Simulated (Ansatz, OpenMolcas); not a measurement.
## How methods differ on PH (SMILES [PH])

The species is PH (2 atoms), meant as a triplet with charge 0. As SMILES, `[PH]`. Geometry: relaxed at GFN2-xTB.

```xyz
2

P     0.0000    0.0000    0.0000
H     0.0000    0.0000    1.3991
```

Quantity: the energy change with the P1–H2 bond stretched from 1.399 to 2.099 Å, in eV. The values are calculated.

| level | kind | program | value (eV) | less FCI/3-21G | CPU time (all runs) |
| --- | --- | --- | --- | --- | --- |
| U-revPBE/3-21G | GGA | Ansatz | 1.26 | +0.19 | 1.2 s |
| UBHLYP/3-21G | global hybrid | Ansatz | 1.51 | +0.44 | 1.3 s |
| UPBE0/3-21G | global hybrid | OpenMolcas | 1.41 | +0.34 | 7.5 s |
| UCAM-B3LYP/3-21G | range-separated hybrid | Ansatz | 1.48 | +0.41 | 1.8 s |
| UHSE06/3-21G | range-separated hybrid | Ansatz | 1.41 | +0.34 | 1.9 s |
| MRCI(6,5)/3-21G | multireference | OpenMolcas | 1.07 | 0.00 | 5.3 s |
| UCCSD(T)/3-21G | coupled cluster or CI | Ansatz | 1.08 | +0.01 | 0.56 s |
| UCCSDTQ/3-21G | coupled cluster or CI | Ansatz | 1.07 | 0.00 | 16 s |
| FCI/3-21G | exact in the basis | OpenMolcas | 1.07 | 0.00 | 3.8 s |

FCI/3-21G is exact within its basis and frozen core, so for wave-function methods in that basis the difference is their error; functionals converge differently with the basis, so for them it is only a difference. The first shape isn't each level's own minimum. The values span 1.07 to 1.51 eV. Spin contamination of the reference (⟨S²⟩ at least 0.1 too high) touches UBHLYP/3-21G, UPBE0/3-21G, UCAM-B3LYP/3-21G, UHSE06/3-21G, UCCSD(T)/3-21G, UCCSDTQ/3-21G. All rows use very small basis sets, so even the best lies far from the true value. Times are those of the runs behind each value, whatever else they computed, on shared processors of several kinds: orders of magnitude only.
